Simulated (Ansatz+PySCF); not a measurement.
**singlet F₂: levels of theory in one basis**

```xyz
2

F     0.0000    0.0000   -1.0668
F     0.0000    0.0000    1.0668
```

Basis set: STO-3G (spherical functions). Frozen core: 2 orbitals. Charge 0, multiplicity 1.

Computed with Ansatz (development build ahead of 0.2.0); each method stands on the lowest determinant of its kind that the runs found.

| method | E − E(RHF) (eV) | <S²> of the determinant |
| --- | --- | --- |
| RHF | 0.00 | 0.00 |
| UHF | -7.72 | 0.99 |
| RHF-MP2 | -5.42 | – |
| UHF-MP2 | -7.73 | 0.99 |
| RHF-CCSD | -7.87 | – |
| RHF-CCSD(T) | -7.87 | – |
| full CI (lowest root of this spin) | -7.87 | – |

At such a shape the full CI root can have another spatial symmetry than the determinants, so the rows needn't describe one state.

Q: Is a single determinant a sound starting point here?

A: It is doubtful. Unrestricted orbitals lower Hartree–Fock by 7.72 eV and <S²> is 0.99 where a pure state has 0.00, a sign of strong static correlation.

Caution for RHF, RHF-MP2, RHF-CCSD, RHF-CCSD(T): an unrestricted determinant lies well below. Caution for UHF, UHF-MP2: the unrestricted determinant is a mixture of spin states; the determinant may break the point group. Caution for RHF-MP2, UHF-MP2: large amplitudes, a single reference is doubtful. Caution for RHF-MP2: the program doubts this total. Caution for RHF-CCSD, RHF-CCSD(T): very large amplitudes, the method is breaking down; the amplitudes may be one of several solutions.
